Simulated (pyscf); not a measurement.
`[BH3]`, singlet

Gas-phase minimum from PySCF at ωB97X-D3(BJ)/def2-SVP, one conformer. 

SMILES: B
```xyz
4

B      0.1515    -0.0398    -0.8322
H      0.2077     0.0305    -2.0361
H      0.1841     0.9668    -0.1666
H      0.0618    -1.1167    -0.2940
```
Charge 0, spin multiplicity 1.

Bonds (Å): B1–H2 1.207, B1–H3 1.207, B1–H4 1.207. Bond angles (°): H2–B1–H3 120.0, H2–B1–H4 120.0, H3–B1–H4 120.0.

Properties at ωB97X-D3(BJ)/def2-SVP:

```yaml
harmonic_wavenumbers_unscaled: 1143, 1189, 1189, 2552, 2707, 2707 cm⁻¹
zero_point_energy: 16.4 kcal/mol
rotational_symmetry_number: 6
Entropy of this conformer at 298 K and 1 atm, rigid rotor and harmonic oscillator, modes under 100 cm⁻¹ raised to 100: 188.5 J/(mol K)
dipole_moment: 0.00 D
```

Single-point totals, which compare only within one level (frozen core for MP2 and CC):

```csv
level,total energy (hartree)
ωB97X-D3(BJ)/def2-TZVP,-26.64062
PBE/def2-TZVP,-26.55229
r²SCAN/def2-TZVP,-26.58535
B3LYP-D3(BJ)/def2-TZVP,-26.62482
PBE0-D3(BJ)/def2-TZVP,-26.56625
M06-2X/def2-TZVP,-26.59450
ωB97M-D3(BJ)/def2-TZVP,-26.61763
HF/def2-TZVPP,-26.40016
MP2/def2-TZVPP,-26.51339
CCSD/def2-TZVPP,-26.53539
CCSD(T)/def2-TZVPP,-26.53793
```

The CCSD(T) − MP2 part came from Ansatz, without density fitting, on the same reference.
